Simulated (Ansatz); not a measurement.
## C₅H₇N, SMILES CC=C=CC=N: a ranking of conformers, step by step

Program: the Ansatz DFT code, driven from Python.

The cells in order, each with its output:

In [1]:
```python
import ansatz as az
from rdkit import Chem
from rdkit.Chem import AllChem
```

In [2]:
```python
rd = Chem.AddHs(Chem.MolFromSmiles("CC=C=CC=N"))
ids = list(AllChem.EmbedMultipleConfs(rd, numConfs=20, randomSeed=472, pruneRmsThresh=0.4))
field = [energy for _, energy in AllChem.MMFFOptimizeMoleculeConfs(rd)]
distinct = {round(e, 2): i for i, e in zip(ids, field)}
chosen = sorted(distinct.items())[:4]
found = []
for force_field, index in chosen:
    c5h7n = az.Crystal.molecule()
    for atom, xyz in zip(rd.GetAtoms(), rd.GetConformer(index).GetPositions()):
        c5h7n = c5h7n.atom(atom.GetSymbol(), xyz.round(5).tolist())
    base = c5h7n.calculation().basis(gaussian="6-31G*").functional("pbe0")
    found.append(base.run(threads=1).report["free_energy_ev"])
print("conformer   MMFF (kcal/mol)   this level (kJ/mol)")
for (force_field, index), e in zip(chosen, found):
    print(f"{index:9d} {force_field - chosen[0][0]:17.2f} {96.485332 * (e - min(found)):17.3f}")
```
```text
conformer   MMFF (kcal/mol)   this level (kJ/mol)
        4              0.00             0.000
        2              1.84            35.081
        0              2.69            33.317
        3              4.62           255.900
```

The conformers keep their force-field geometries. Hardware and time: 16 s on 1 thread of Arm Neoverse V2, on a shared host, peak memory 0.36 GiB.
